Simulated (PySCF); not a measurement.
# AlBH₄O: electronic excitations

What electronic excitations should AlBH₄O (`B[O][AlH2]`) show?

Computed with PySCF 2.14.0, with density-fitted response routines of our own, on a single molecule in the gas phase. Atoms count from 0, in the outputs and in this text.

**1. The molecule as given**

7 atoms, charge 0, multiplicity 1; geometry from: GFN2-xTB.

Bonds of the start (Å): B0–O1 1.34, O1–Al2 1.66, B0–H3 1.18, B0–H4 1.18, Al2–H5 1.53, Al2–H6 1.53.

**2. TDDFT and polarisability: CAM-B3LYP/def2-SVPD**

What the job is given:

```
{"job": {"kind": "uv", "xc": "CAM-B3LYP", "basis": "def2-SVPD", "nstates": 8, "ntriplets": 3}, "charge": 0, "multiplicity": 1}
B     -1.512661    -0.101693    -0.110511
O     -0.182228    -0.011032    -0.016706
Al     1.471342     0.100489     0.099636
H     -2.064321     0.397804    -1.022992
H     -2.113651    -0.679356     0.721014
H      2.102762     1.483527     0.288417
H      2.302091    -1.184834     0.014064
```

With the program's defaults for keys left out, this is: TDDFT CAM-B3LYP/def2-SVPD, vertical, gas phase, core orbitals frozen in the response.

The run is started by

```bash
OMP_NUM_THREADS=1 python probes_run.py task.json out
```

One launch serves the whole session: the jobs run in the order shown.

What will the session give for the following? lowest singlet (CAM-B3LYP/def2-SVPD); brightest single state of those computed; lowest triplet; surface potential, 1st and 99th percentile. Wanted: lowest singlet; brightest single state of those computed; lowest triplet; surface potential, 1st and 99th percentile.

The runs gave:

| quantity | value |
| --- | --- |
| lowest singlet (CAM-B3LYP/def2-SVPD) | 5.65 eV (220 nm), f = 0.002 |
| brightest single state of those computed | state 6, 8.20 eV, f = 0.118 |
| lowest triplet | 5.12 eV |
| surface potential, 1st and 99th percentile | -0.32 V and 3.41 V |

**Reading.** The lowest singlet, at 5.65 eV, is HOMO→LUMO+1 0.63, HOMO→LUMO 0.28 and is weak; of the 8 states computed, the strongest absorption comes from state 6 at 8.20 eV. The lowest triplet lies 0.52 eV below the lowest singlet (triplets in Tamm-Dancoff, singlets in full TDDFT). By nearest atom (CAM-B3LYP/def2-SVPD), the HOMO sits on O1 33 %; H3, H4 about 22 % each and the LUMO on Al2 43 %; H5, H6 about 22 % each.
